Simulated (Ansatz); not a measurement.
Two isomers of C4H6O2: A = `C=C(O)CC=O`, B = `C=CCOC=O`.

Calculated with Ansatz (gas phase, PBE0-D4/def2-TZVP geometries, no zero-point term in ΔE). CBS: MP2 limit from def2 TZ/QZ plus the TZ coupled-cluster correction, frozen cores. Functionals use def2-TZVPP. B3LYP here is the variant with VWN-RPA as its local correlation; programs differ in this. Each species was taken in one conformer, which may not be the lowest.

Problem. Which isomer does CCSD(T)/CBS put lower? Give the gap. (Best estimate.)

Solution. The calculation gave: B, by 4.3 kcal/mol.

Problem. Give E(B) − E(A) in kcal/mol with PBE0-D4, PBE-D4, MP2/def2-TZVPP, B3LYP, HF/def2-TZVPP, CCSD(T)/def2-TZVPP, B2PLYP. (Best estimate.)

Solution. The calculation gave: PBE0-D4 -3.7, PBE-D4 -4.1, MP2/def2-TZVPP -4.1, B3LYP -5.5, HF/def2-TZVPP -6.6, CCSD(T)/def2-TZVPP -4.8, B2PLYP -5.4. None reverses the order clearly.

Largest T1 diagnostic: 0.014.

In def2-TZVPP, CCSD(T) changes the Hartree–Fock value by +1.8 kcal/mol (the triples alone add −0.1 kcal/mol) and MP2 by +2.5 kcal/mol.
